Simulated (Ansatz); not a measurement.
Process, species as SMILES: O (H2O) + H+ → [OH3+]
B3LYP-D3(BJ)/def2-TZVP geometries, fixed; electronic energies without zero-point terms; positive where energy is released.

Effect of the final integration grid (spheres per factor e of radius in core and valence, angular degree) at PBE0/aug-cc-pVQZ with Ansatz (a first-principles code), against the last row, where the proton affinity is 172.89 kcal/mol. The default's grid is 13, 11, 36.

| setting | largest shift of a total energy (mEh) | shift of the proton affinity (kcal/mol) |
|---|---|---|
| accuracy: medium (default) | 0.000 | 0.000 |
| final_grid: 4, 3, 11 | -0.840 | -0.334 |
| final_grid: 6, 5, 17 | 0.036 | -0.011 |
| final_grid: 8, 7, 23 | -0.001 | 0.000 |
| final_grid: 10, 9, 29 | 0.000 | 0.000 |
| final_grid: 18, 15, 47 | 0.000 | 0.000 |
| final_grid: 26, 22, 59 | 0.000 | 0.000 |

Within 0.02 kcal/mol in the proton affinity: accuracy: medium (default); final_grid: 6, 5, 17; final_grid: 8, 7, 23; final_grid: 10, 9, 29; final_grid: 18, 15, 47. The largest shift is 0.840 mEh in a total energy and 0.334 kcal/mol in the difference.
